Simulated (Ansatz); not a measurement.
# How far each method lies from full CI for PH2⁺, singlet

Geometry: a point of a stretch scan, not a stationary point.

```yaml
atoms:
  - { symbol: P, position_ang: [0.0000, -0.0631, -0.0024] }
  - { symbol: H, position_ang: [0.0000, 0.9323, -1.0279] }
  - { symbol: H, position_ang: [0.0000, 1.0080, 1.1013] }
```

Basis cc-pVDZ; Ansatz 0.2.0. Only valence electrons are correlated (noble-gas cores frozen), which leaves 6 electrons in 23 orbitals. Prefix R: restricted or restricted open-shell reference; prefix U: unrestricted. Active spaces: pair = (2e, 2o) about the gap; valence = (6e, 6o) chosen from the atoms' valence shells.

Full CI is exact within this basis and frozen core; it isn't the basis-set limit. The frozen core follows each run's orbitals, which can shift R against U totals by a few meV.

The UHF ⟨S²⟩ is 0.386 and the T1 diagnostic (RCCSD) is 0.0130. The largest doubles amplitude (RCCSD) is 0.095.

```tsv
level	E − E(RHF) (eV)
RMP2	-2.6630
RCCSD	-3.4804
RCCSD(T)	-3.5509
```

Q: Estimate how far full CI in cc-pVDZ lies from RCCSD(T). The table doesn't fix it; the size of (T) and the diagnostics are the guide.

A: Full CI in cc-pVDZ lies 0.49 kcal/mol below RCCSD(T), which is 30 % of the (T) step (-1.63 kcal/mol). RHF is unstable towards spin polarisation, and the rest is a large part of (T).

The other levels:

| level | E − E(full CI) (kcal/mol) | share of correlation (%) | wall time |
| --- | --- | --- | --- |
| CISD | 5.49 | 93.34 | 0.3 s |
| BCCD(T) | 0.49 | 99.40 | 0.18 s |
| RCCSDT | 0.10 | 99.88 | – |
| RCCSDT(Q) | 0.02 | 99.98 | 0.48 s |
| RCCSDTQ | 0.00 | 100.00 | 3.2 s |
| CASSCF (pair space) | 68.76 | 16.53 | – |
| NEVPT2 (pair space) | 18.82 | 77.16 | 0.21 s |
| CASSCF (valence space) | 45.82 | 44.38 | – |
| NEVPT2 (valence space) | 13.27 | 83.89 | 0.3 s |
| NEVPT4(SD) (valence space) | 1.99 | 97.59 | 0.51 s |
| MRCISD (valence space) | 1.82 | 97.79 | – |
| MRCISD+Q (valence space) | 0.15 | 99.82 | 0.54 s |

The correlation energy at full CI, counted from RHF, is -3.572 eV. That run took 3.5 s on 1 thread of Arm Neoverse V2, shared host over 1,573,121 determinants.

Run but not shown, since their state, orbitals or frozen core can't be matched to the reference's or they repeat it: UHF.

Times hold each run's SCF and search for its determinant on a shared host, so for small cases they say little of a method's own cost; they ran on 1 thread of Arm Neoverse V2.

The full-CI state has the irrep A' of Cs, in the program's axes.

Natural occupations of full CI about the gap: 1.961 1.942 1.902 0.062 0.046 0.028 0.013 0.009 0.008 0.008; effectively unpaired electrons, Σ n²(2−n)², 0.08.
